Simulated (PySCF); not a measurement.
fluoromethane (CH3F), SMILES FC. The structure is a stationary point at r2SCAN-D4/def2-TZVP.

Computed equilibrium geometry at r2SCAN-D4/def2-TZVP (PySCF confirms it by a frequency run) as bond lengths and angles, and its point group:
point group C3v.
Atoms: C1 F2 H3 H4 H5. Bond lengths (Å): C1–F2 1.387, C1–H3 1.092, C1–H4 1.092, C1–H5 1.092. Bond angles (°): F2–C1–H3 108.8, F2–C1–H4 108.8, F2–C1–H5 108.8, H3–C1–H4 110.1, H3–C1–H5 110.1, H4–C1–H5 110.1.
